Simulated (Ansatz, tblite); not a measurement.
# The cluster WO₂: charged states by level of theory

Aim: the energy of removing and adding an electron for the cluster WO₂, by energy differences, and how well orbital energies stand in for it.

Computed with Ansatz 0.2.0, Gaussian basis. Level: as each input shows.

Plan: charge +1 doublet, at the geometry of the singlet (PBE0-D4/def2-TZVP, PBE-D4/def2-TZVP, r2SCAN-D4/def2-TZVP, CCSD(T)/def2-TZVPP); charge -1 doublet, at the geometry of the singlet (PBE0-D4/def2-TZVPD, PBE-D4/def2-TZVPD, r2SCAN-D4/def2-TZVPD, CCSD(T)/def2-TZVPD); the starting singlet's energies come from earlier runs.

## 1. The structure

The geometry is that of the singlet, from an earlier relaxation (PBE-D4/def2-TZVP). At that level it is the lowest of the isomers that a small search found.

3 atoms, charge 0, spin multiplicity 1.

Atoms are counted from 1 here; the program's logs count them from 0.

Bond lengths: W1–O2 1.696 Å, W1–O3 1.696 Å. Angles: O2–W1–O3 103.7°.

As a file:

```
W     0.4824    0.0990   -0.4951
O    -0.9414    0.9812   -0.2285
O     0.4591   -1.0802    0.7237
```

W takes a core potential in the def2 sets. No spin-orbit coupling is included.

## 2. Charge +1 doublet at the fixed geometry, PBE0-D4/def2-TZVP

Input file in.yaml:

```yaml
crystal:
  periodic: [false, false, false]
  atoms:
    - {symbol: W, position_ang: [0.482370, 0.099010, -0.495134]}
    - {symbol: O, position_ang: [-0.941435, 0.981170, -0.228524]}
    - {symbol: O, position_ang: [0.459065, -1.080190, 0.723658]}
basis:
  gaussian: {orbitals: def2-TZVP}
total_charge: 1
magnetization: {spin_polarized: true, initial_magnetization: 1}
hamiltonian: {xc: pbe0, dispersion: d4}
output: {orbitals: {seedname: orbitals}}
```

The run is started by

```sh
$ ansatz run in.yaml --threads 4 --pin off --events-out ev --progress --plain --max-ram 3916MiB
```

Log:

```text
Functional definition: PBE0
  name "PBE0"
  cite "Adamo & Barone, J. Chem. Phys. 110, 6158 (1999) doi:10.1063/1.478522"
  cite "Perdew, Burke & Ernzerhof, Phys. Rev. Lett. 77, 3865 (1996) doi:10.1103/PhysRevLett.77.3865"
  parent pbe
  parameter a = 0.25
  parameter kappa = 0.804
  parameter beta = 0.06672455060314922
  exchange = (1 - a)*pbe_x(kappa = kappa, mu = beta*pi^2/3) + a*exact_x
  correlation = pbe_c(beta = beta)
702 factors; their error is unknown
mean field evaluation 1: about -5871.7237 eV, gradient 1.0e2 eV
mean field evaluation 2: about -5444.1531 eV, gradient 2.7e2 eV
mean field evaluation 4: about -5907.9297 eV, gradient 1.1e1 eV
mean field evaluation 8: about -5908.4513 eV, gradient 1.3e-1 eV
mean field evaluation 16: about -5908.4734 eV, gradient 1.8e-3 eV
mean field -5908.47342942 eV, -217.1323936242 hartree, gradient 3.7e-5 eV, S^2 0.777318; 0 other end points of the search recorded, 0 dependent functions left out
reference -5908.47345562 eV, -217.1323945868 hartree; 15, 14 occupied and 87, 88 virtual orbitals, 702 factors
Total energy: -5908.50984304 eV, -217.1337318000 hartree
```

It took 1.2 s on 4 threads of Arm Neoverse V1, shared host.

Report: HOMO -14.58 eV, LUMO -10.71 eV (over both spins); ⟨S²⟩ 0.777 (pure: 0.75).

## 3. Charge +1 doublet at the fixed geometry, PBE-D4/def2-TZVP

start.molden holds the orbitals of an earlier run on this state, given as this run's starting guess.

in.yaml, as its differences from that of step 2:

```diff
@@ -7,6 +7,7 @@
 basis:
-  gaussian: {orbitals: def2-TZVP}
+  gaussian: {orbitals: def2-TZVP, initial_orbitals: start.molden}
 total_charge: 1
 magnetization: {spin_polarized: true, initial_magnetization: 1}
-hamiltonian: {xc: pbe0, dispersion: d4}
+hamiltonian: {xc: pbe, dispersion: d4}
+scf: {omitted_lower_state_checks: [starts]}
 output: {orbitals: {seedname: orbitals}}
```

The command is unchanged.

Log:

```text
Functional definition: PBE
  name "PBE"
  cite "Perdew, Burke & Ernzerhof, Phys. Rev. Lett. 77, 3865 (1996) doi:10.1103/PhysRevLett.77.3865"
  parent pbe
  parameter kappa = 0.804
  parameter beta = 0.06672455060314922
  exchange = pbe_x(kappa = kappa, mu = beta*pi^2/3)
  correlation = pbe_c(beta = beta)
these checks for a lower state are left out or cut short: starts
626 factors; their error is unknown
mean field evaluation 1: about -5910.8372 eV, gradient 6.0e0 eV
mean field evaluation 2: about -5910.9549 eV, gradient 1.4e-1 eV
mean field evaluation 4: about -5910.9512 eV, gradient 1.3e-3 eV
mean field evaluation 8: about -5910.9512 eV, gradient 1.1e-5 eV
mean field -5910.95117112 eV, -217.2234489519 hartree, gradient 1.1e-5 eV, S^2 0.763082; 0 other end points of the search recorded, 0 dependent functions left out
reference -5910.95120706 eV, -217.2234502726 hartree; 15, 14 occupied and 87, 88 virtual orbitals, 626 factors
Total energy: -5910.99495296 eV, -217.2250579050 hartree
Checks for a lower state left out: starts
```

It took 1.1 s on 4 threads of Arm Neoverse V1, shared host.

HOMO -13.27 eV, LUMO -11.63 eV (over both spins); ⟨S²⟩ 0.763 (pure: 0.75).

## 4. Charge +1 doublet at the fixed geometry, r2SCAN-D4/def2-TZVP

in.yaml, as its differences from that of step 3:

```diff
@@ -10,3 +10,3 @@
 magnetization: {spin_polarized: true, initial_magnetization: 1}
-hamiltonian: {xc: pbe, dispersion: d4}
+hamiltonian: {xc: r2scan, dispersion: d4}
 scf: {omitted_lower_state_checks: [starts]}
```

Launched as before.

Log:

```text
Functional definition: r2SCAN
  name "r2SCAN"
  cite "Furness, Kaplan, Ning, Perdew & Sun, J. Phys. Chem. Lett. 11, 8208 (2020) doi:10.1021/acs.jpclett.0c02405"
  cite "Furness, Kaplan, Ning, Perdew & Sun, J. Phys. Chem. Lett. 11, 9248 (2020) doi:10.1021/acs.jpclett.0c03077"
  parent r2scan
  parameter k0 = 0.174
  parameter k1 = 0.065
  parameter a1 = 4.9479
  exchange = r2scan_x(k0 = k0, k1 = k1, a1 = a1)
  correlation = r2scan_c
these checks for a lower state are left out or cut short: starts
626 factors; their error is unknown
mean field evaluation 1: about -5912.5759 eV, gradient 3.2e0 eV
mean field evaluation 2: about -5912.6154 eV, gradient 4.8e-2 eV
mean field evaluation 4: about -5912.6124 eV, gradient 1.3e-4 eV
mean field evaluation 8: about -5912.6124 eV, gradient 2.6e-5 eV
mean field -5912.61243696 eV, -217.2844993457 hartree, gradient 2.6e-5 eV, S^2 0.774032; 0 other end points of the search recorded, 0 dependent functions left out
reference -5912.61244900 eV, -217.2844997880 hartree; 15, 14 occupied and 87, 88 virtual orbitals, 626 factors
Total energy: -5912.62114854 eV, -217.2848194903 hartree
Checks for a lower state left out: starts
```

It took 2.5 s on 4 threads of Arm Neoverse V1, shared host.

HOMO -13.73 eV, LUMO -11.55 eV (over both spins); ⟨S²⟩ 0.774 (pure: 0.75).

## 5. Charge +1 doublet at the fixed geometry, CCSD(T)/def2-TZVPP

Input file in.yaml:

```yaml
crystal:
  periodic: [false, false, false]
  atoms:
    - {symbol: W, position_ang: [0.482370, 0.099010, -0.495134]}
    - {symbol: O, position_ang: [-0.941435, 0.981170, -0.228524]}
    - {symbol: O, position_ang: [0.459065, -1.080190, 0.723658]}
basis:
  gaussian: {orbitals: def2-TZVPP, initial_orbitals: start.molden}
total_charge: 1
magnetization: {spin_polarized: true, initial_magnetization: 1}
correlation: {method: ccsd_t}
scf: {omitted_lower_state_checks: [starts, cluster_reference]}
output: {orbitals: {seedname: orbitals}}
```

The command is unchanged.

Log:

```text
Functional definition: HF
  name "HF"
  cite "Fock, Z. Phys. 61, 126 (1930) doi:10.1007/BF01340294"
  parent pbe
  exchange = exact_x
  correlation = 0
these checks for a lower state are left out or cut short: starts, cluster_reference
793 factors; integrals over basis functions are off by at most 4.6e-4 eV
mean field evaluation 1: about -5872.9153 eV, gradient 2.0e1 eV
mean field evaluation 2: about -5874.1401 eV, gradient 2.0e0 eV
mean field evaluation 4: about -5874.5942 eV, gradient 1.0e-1 eV
mean field evaluation 8: about -5874.6034 eV, gradient 2.4e-6 eV
mean field -5874.60341597 eV, -215.8876935876 hartree, gradient 2.5e-6 eV, S^2 1.792561; 0 other end points of the search recorded, 0 dependent functions left out
2 core orbitals not correlated: weight in the atoms' cores, before any rotation towards them, 1.000 or more for the frozen orbitals, at most 0.000 for the correlated occupied ones
reference -5874.60341597 eV, -215.8876935876 hartree; 13, 12 occupied and 103, 104 virtual orbitals, 793 factors
second order -22.56552090 eV of doubles, -0.00000000 eV of singles
cycle   1  -20.89119460 eV  change     1.7e0 eV  update   2.5e-1
cycle   2  -22.18029332 eV  change    -1.3e0 eV  update   1.3e-1
cycle   3  -22.90906894 eV  change   -7.3e-1 eV  update   9.1e-2
cycle   4  -23.29810669 eV  change   -3.9e-1 eV  update   5.6e-2
cycle   5  -23.30421589 eV  change   -6.1e-3 eV  update   2.4e-2
cycle   6  -23.37783068 eV  change   -7.4e-2 eV  update   1.1e-2
cycle   7  -23.40891050 eV  change   -3.1e-2 eV  update   6.0e-3
cycle   8  -23.40333964 eV  change    5.6e-3 eV  update   2.9e-3
cycle   9  -23.41052950 eV  change   -7.2e-3 eV  update   1.3e-3
cycle  10  -23.41071988 eV  change   -1.9e-4 eV  update   6.1e-4
cycle  11  -23.40966059 eV  change    1.1e-3 eV  update   2.9e-4
cycle  12  -23.41023903 eV  change   -5.8e-4 eV  update   1.7e-4
cycle  13  -23.41016833 eV  change    7.1e-5 eV  update   8.0e-5
cycle  14  -23.41027844 eV  change   -1.1e-4 eV  update   4.7e-5
cycle  15  -23.41036064 eV  change   -8.2e-5 eV  update   2.3e-5
cycle  16  -23.41034576 eV  change    1.5e-5 eV  update   1.3e-5
perturbative correction -1.48161009 eV, -0.0544481665 hartree
WARN: the results are in doubt because among natural orbitals full CI differs from the method by -0.096 eV
Total energy: -5899.49537182 eV, -216.8024560928 hartree
In doubt: among natural orbitals full CI differs from the method by -0.096 eV
Checks for a lower state left out: starts, cluster_reference
```

It took 14 s on 4 threads of Arm Neoverse V1, shared host; peak memory 1 GiB.

Report: Hartree-Fock HOMO -17.39 eV, LUMO -6.70 eV (over both spins); ⟨S²⟩ 1.793 (pure: 0.75); T1 0.085. Doubts: state flagged by the program, large T1 diagnostic, spin contamination.

## 6. Vertical ionisation energy

Charged state less starting state, singlet to doublet; the starting state's energies are those of its earlier runs.

| level | vertical ionisation energy (eV) | time |
| --- | --- | --- |
| HF/def2-TZVPP† | +7.15 |  |
| PBE-D4/def2-TZVP | +8.52 | 1.7 s |
| r2SCAN-D4/def2-TZVP | +8.36 | 4.1 s |
| PBE0-D4/def2-TZVP | +8.54 | 2.3 s |
| MP2/def2-TZVPP† | +11.36 |  |
| CCSD/def2-TZVPP† | +8.57 |  |
| CCSD(T)/def2-TZVPP† | +8.81 | 19 s |

Times add the two runs; a level without a time comes out of a correlated run. † marks a level with a doubtful state (flagged, unstable, out of aufbau order, or strongly spin-contaminated); such levels are left out of the summary. CCSD(T)/def2-TZVPP is no safe reference here (large T1 diagnostic, restricted state is unstable towards broken spin symmetry, spin contamination, state flagged by the program).

Beside −ε(HOMO) of the starting state:

| level | −ε(HOMO) (eV) | by difference (eV) | mismatch (eV) |
| --- | --- | --- | --- |
| PBE-D4/def2-TZVP | 5.60 | 8.52 | -2.92 |
| r2SCAN-D4/def2-TZVP | 5.83 | 8.36 | -2.54 |
| PBE0-D4/def2-TZVP | 6.67 | 8.54 | -1.87 |

## 7. Charge -1 doublet at the fixed geometry, PBE0-D4/def2-TZVPD

Input file in.yaml:

```yaml
crystal:
  periodic: [false, false, false]
  atoms:
    - {symbol: W, position_ang: [0.482370, 0.099010, -0.495134]}
    - {symbol: O, position_ang: [-0.941435, 0.981170, -0.228524]}
    - {symbol: O, position_ang: [0.459065, -1.080190, 0.723658]}
basis:
  gaussian: {orbitals: def2-TZVPD}
total_charge: -1
magnetization: {spin_polarized: true, initial_magnetization: 1}
hamiltonian: {xc: pbe0, dispersion: d4}
output: {orbitals: {seedname: orbitals}}
```

Launched as before.

Log:

```text
Functional definition: PBE0
  name "PBE0"
  cite "Adamo & Barone, J. Chem. Phys. 110, 6158 (1999) doi:10.1063/1.478522"
  cite "Perdew, Burke & Ernzerhof, Phys. Rev. Lett. 77, 3865 (1996) doi:10.1103/PhysRevLett.77.3865"
  parent pbe
  parameter a = 0.25
  parameter kappa = 0.804
  parameter beta = 0.06672455060314922
  exchange = (1 - a)*pbe_x(kappa = kappa, mu = beta*pi^2/3) + a*exact_x
  correlation = pbe_c(beta = beta)
784 factors; their error is unknown
mean field evaluation 1: about -5915.0285 eV, gradient 3.0e1 eV
mean field evaluation 2: about -5862.3621 eV, gradient 1.3e2 eV
mean field evaluation 4: about -5918.6708 eV, gradient 4.9e0 eV
mean field evaluation 8: about -5918.7811 eV, gradient 1.5e-1 eV
mean field evaluation 16: about -5918.8227 eV, gradient 4.7e-2 eV
mean field evaluation 32: about -5918.8229 eV, gradient 1.3e-5 eV
mean field -5918.82286680 eV, -217.5127284328 hartree, gradient 5.6e-6 eV, S^2 0.879811; 4 other end points of the search recorded, 0 dependent functions left out
reference -5918.82289989 eV, -217.5127296487 hartree; 16, 15 occupied and 107, 108 virtual orbitals, 784 factors
Total energy: -5918.87970010 eV, -217.5148170180 hartree
```

Run time: 5.5 s. Hardware: 4 threads of Arm Neoverse V1, shared host.

From the report: HOMO 0.06 eV, LUMO 2.68 eV (over both spins); ⟨S²⟩ 0.880 (pure: 0.75). Doubts: highest occupied level lies above zero.

## 8. Charge -1 doublet at the fixed geometry, PBE-D4/def2-TZVPD

in.yaml, as its differences from that of step 7:

```diff
@@ -7,6 +7,7 @@
 basis:
-  gaussian: {orbitals: def2-TZVPD}
+  gaussian: {orbitals: def2-TZVPD, initial_orbitals: start.molden}
 total_charge: -1
 magnetization: {spin_polarized: true, initial_magnetization: 1}
-hamiltonian: {xc: pbe0, dispersion: d4}
+hamiltonian: {xc: pbe, dispersion: d4}
+scf: {omitted_lower_state_checks: [starts]}
 output: {orbitals: {seedname: orbitals}}
```

The command is unchanged.

Log:

```text
Functional definition: PBE
  name "PBE"
  cite "Perdew, Burke & Ernzerhof, Phys. Rev. Lett. 77, 3865 (1996) doi:10.1103/PhysRevLett.77.3865"
  parent pbe
  parameter kappa = 0.804
  parameter beta = 0.06672455060314922
  exchange = pbe_x(kappa = kappa, mu = beta*pi^2/3)
  correlation = pbe_c(beta = beta)
these checks for a lower state are left out or cut short: starts
714 factors; their error is unknown
mean field evaluation 1: about -5920.9287 eV, gradient 5.9e0 eV
mean field evaluation 2: about -5921.0539 eV, gradient 1.9e-1 eV
mean field evaluation 4: about -5921.0522 eV, gradient 7.4e-2 eV
mean field evaluation 8: about -5921.0524 eV, gradient 2.1e-5 eV
mean field -5921.05235619 eV, -217.5946606566 hartree, gradient 9.5e-6 eV, S^2 0.780639; 0 other end points of the search recorded, 0 dependent functions left out
reference -5921.05239804 eV, -217.5946621943 hartree; 16, 15 occupied and 107, 108 virtual orbitals, 714 factors
Total energy: -5921.12066224 eV, -217.5971708576 hartree
Checks for a lower state left out: starts
```

Run time: 1.8 s. Hardware: 4 threads of Arm Neoverse V1, shared host.

HOMO 1.23 eV, LUMO 1.80 eV (over both spins); ⟨S²⟩ 0.781 (pure: 0.75). Doubts: highest occupied level lies above zero.

## 9. Charge -1 doublet at the fixed geometry, r2SCAN-D4/def2-TZVPD

in.yaml, as its differences from that of step 8:

```diff
@@ -10,3 +10,3 @@
 magnetization: {spin_polarized: true, initial_magnetization: 1}
-hamiltonian: {xc: pbe, dispersion: d4}
+hamiltonian: {xc: r2scan, dispersion: d4}
 scf: {omitted_lower_state_checks: [starts]}
```

Same command.

Log:

```text
Functional definition: r2SCAN
  name "r2SCAN"
  cite "Furness, Kaplan, Ning, Perdew & Sun, J. Phys. Chem. Lett. 11, 8208 (2020) doi:10.1021/acs.jpclett.0c02405"
  cite "Furness, Kaplan, Ning, Perdew & Sun, J. Phys. Chem. Lett. 11, 9248 (2020) doi:10.1021/acs.jpclett.0c03077"
  parent r2scan
  parameter k0 = 0.174
  parameter k1 = 0.065
  parameter a1 = 4.9479
  exchange = r2scan_x(k0 = k0, k1 = k1, a1 = a1)
  correlation = r2scan_c
these checks for a lower state are left out or cut short: starts
714 factors; their error is unknown
mean field evaluation 1: about -5922.7722 eV, gradient 3.2e0 eV
mean field evaluation 2: about -5922.8318 eV, gradient 2.3e-1 eV
mean field evaluation 4: about -5922.8270 eV, gradient 8.8e-2 eV
mean field evaluation 8: about -5922.8270 eV, gradient 1.9e-5 eV
mean field evaluation 16: about -5922.8270 eV, gradient 9.8e-6 eV
mean field -5922.82704727 eV, -217.6598793508 hartree, gradient 9.8e-6 eV, S^2 1.059682; 0 other end points of the search recorded, 0 dependent functions left out
reference -5922.82707826 eV, -217.6598804898 hartree; 16, 15 occupied and 107, 108 virtual orbitals, 714 factors
Total energy: -5922.84080142 eV, -217.6603848064 hartree
Checks for a lower state left out: starts
```

Wall time 8 s (4 threads of Arm Neoverse V1, shared host).

From the report: HOMO 0.92 eV, LUMO 2.12 eV (over both spins); ⟨S²⟩ 1.060 (pure: 0.75). Doubts: spin contamination, highest occupied level lies above zero.

## 10. Charge -1 doublet at the fixed geometry, CCSD(T)/def2-TZVPD

in.yaml, as its differences from that of step 9:

```diff
@@ -10,4 +10,4 @@
 magnetization: {spin_polarized: true, initial_magnetization: 1}
-hamiltonian: {xc: r2scan, dispersion: d4}
-scf: {omitted_lower_state_checks: [starts]}
+correlation: {method: ccsd_t}
+scf: {omitted_lower_state_checks: [starts, cluster_reference]}
 output: {orbitals: {seedname: orbitals}}
```

The command is unchanged.

Log:

```text
Functional definition: HF
  name "HF"
  cite "Fock, Z. Phys. 61, 126 (1930) doi:10.1007/BF01340294"
  parent pbe
  exchange = exact_x
  correlation = 0
these checks for a lower state are left out or cut short: starts, cluster_reference
876 factors; integrals over basis functions are off by at most 7.0e-4 eV
mean field evaluation 1: about -5882.5251 eV, gradient 1.6e1 eV
mean field evaluation 2: about -5883.5022 eV, gradient 1.4e0 eV
mean field evaluation 4: about -5883.6336 eV, gradient 3.3e-1 eV
mean field evaluation 8: about -5883.6527 eV, gradient 1.9e-4 eV
mean field -5883.65266109 eV, -216.2202472122 hartree, gradient 2.3e-6 eV, S^2 1.437843; 0 other end points of the search recorded, 0 dependent functions left out
2 core orbitals not correlated: weight in the atoms' cores, before any rotation towards them, 1.000 or more for the frozen orbitals, at most 0.000 for the correlated occupied ones
reference -5883.65266109 eV, -216.2202472122 hartree; 14, 13 occupied and 107, 108 virtual orbitals, 876 factors
second order -23.92348953 eV of doubles, -0.00000000 eV of singles
cycle   1  -21.08873967 eV  change     2.8e0 eV  update   2.5e-1
cycle   2  -22.34305032 eV  change    -1.3e0 eV  update   1.5e-1
cycle   3  -22.63178755 eV  change   -2.9e-1 eV  update   5.4e-2
cycle   4  -22.65881143 eV  change   -2.7e-2 eV  update   3.2e-2
cycle   5  -22.66349764 eV  change   -4.7e-3 eV  update   2.1e-2
cycle   6  -22.68665961 eV  change   -2.3e-2 eV  update   1.5e-2
cycle   7  -22.70424056 eV  change   -1.8e-2 eV  update   1.0e-2
cycle   8  -22.71429384 eV  change   -1.0e-2 eV  update   6.6e-3
cycle   9  -22.72622611 eV  change   -1.2e-2 eV  update   4.2e-3
cycle  10  -22.72687091 eV  change   -6.4e-4 eV  update   2.3e-3
cycle  11  -22.72462576 eV  change    2.2e-3 eV  update   1.3e-3
cycle  12  -22.72638230 eV  change   -1.8e-3 eV  update   6.8e-4
cycle  13  -22.72596754 eV  change    4.1e-4 eV  update   3.8e-4
cycle  14  -22.72615344 eV  change   -1.9e-4 eV  update   2.1e-4
cycle  15  -22.72639322 eV  change   -2.4e-4 eV  update   1.2e-4
cycle  16  -22.72638345 eV  change    9.8e-6 eV  update   7.6e-5
cycle  17  -22.72637083 eV  change    1.3e-5 eV  update   5.0e-5
cycle  18  -22.72638640 eV  change   -1.6e-5 eV  update   3.3e-5
cycle  19  -22.72639252 eV  change   -6.1e-6 eV  update   2.0e-5
cycle  20  -22.72640358 eV  change   -1.1e-5 eV  update   1.1e-5
cycle  21  -22.72642105 eV  change   -1.7e-5 eV  update   8.4e-6
cycle  22  -22.72643418 eV  change   -1.3e-5 eV  update   6.2e-6
perturbative correction -1.40582447 eV, -0.0516630962 hartree
Total energy: -5907.78491974 eV, -217.1070913599 hartree
Checks for a lower state left out: starts, cluster_reference
```

It took 13 s on 4 threads of Arm Neoverse V1, shared host; peak memory 1 GiB.

Report: Hartree-Fock HOMO -2.99 eV, LUMO 4.76 eV (over both spins); ⟨S²⟩ 1.438 (pure: 0.75); T1 0.055. Doubts: large T1 diagnostic, spin contamination.

## 11. Vertical electron affinity

Starting state less charged state (positive: the electron is bound), singlet to doublet; the starting state's energies are those of its earlier runs.

| level | vertical electron affinity (eV) | time |
| --- | --- | --- |
| HF/def2-TZVPD† | +2.07 |  |
| PBE-D4/def2-TZVPD | +1.58 | 2.6 s |
| r2SCAN-D4/def2-TZVPD† | +1.82 | 9.7 s |
| PBE0-D4/def2-TZVPD | +1.79 | 6.5 s |
| MP2/def2-TZVPD† | +0.80 |  |
| CCSD/def2-TZVPD† | +1.55 |  |
| CCSD(T)/def2-TZVPD† | +1.35 | 17 s |

Times add the two runs; a level without a time comes out of a correlated run. † marks a level with a doubtful state (flagged, unstable, out of aufbau order, or strongly spin-contaminated); such levels are left out of the summary. CCSD(T)/def2-TZVPD is no safe reference here (large T1 diagnostic, restricted state is unstable towards broken spin symmetry, spin contamination).

Beside −ε(LUMO) of the starting state:

| level | −ε(LUMO) (eV) | by difference (eV) | mismatch (eV) |
| --- | --- | --- | --- |
| PBE-D4/def2-TZVPD | 4.53 | 1.58 | +2.95 |
| PBE0-D4/def2-TZVPD | 3.61 | 1.79 | +1.82 |

## 12. Results

```
                                             quantity                                  value
 vertical ionisation energy, functionals in def2-TZVP  8.36 (r2SCAN-D4) to 8.54 eV (PBE0-D4)
vertical electron affinity, functionals in def2-TZVPD     1.58 (PBE-D4) to 1.79 eV (PBE0-D4)
```

The vertical ionisation energy spans 8.36 to 8.54 eV over the functionals. −ε(HOMO) misses the level's own difference by -1.87 eV at best (PBE0-D4) and -2.92 eV at worst (PBE-D4). The vertical electron affinity spans 1.58 to 1.79 eV over the functionals. The anion's highest level lies above zero where self-interaction lifts it, so diffuse functions weigh on these values. −ε(LUMO) misses the level's own difference by +1.82 eV at best (PBE0-D4) and +2.95 eV at worst (PBE-D4). The charged states' spins were chosen beforehand and needn't be their lowest.
